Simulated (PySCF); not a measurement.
carbon tetrachloride (CCl₄), SMILES ClC(Cl)(Cl)Cl.

Coordinates come from a B3LYP-D3(BJ)/def2-SVP optimisation.

Computed with PBE/def2-TZVP run with PySCF.

Isolated molecule, no solvent.

Computed frontier levels, gap, dipole moment and polarisability:
```json
{
 "highest_occupied_level": "-7.64 eV",
 "lowest_empty_level": "-2.79 eV",
 "orbital_gap": "4.85 eV",
 "dipole_moment": "0.00 D",
 "quadrupole, principal values (traceless, Buckingham form, about the centre of nuclear charge)": "0.00, 0.00, 0.00 D·Å",
 "mean_static_polarisability": "62.4 bohr³ (9.24 Å³)",
 "polarisability_principal_values": "62.4, 62.4, 62.4 bohr³"
}
```
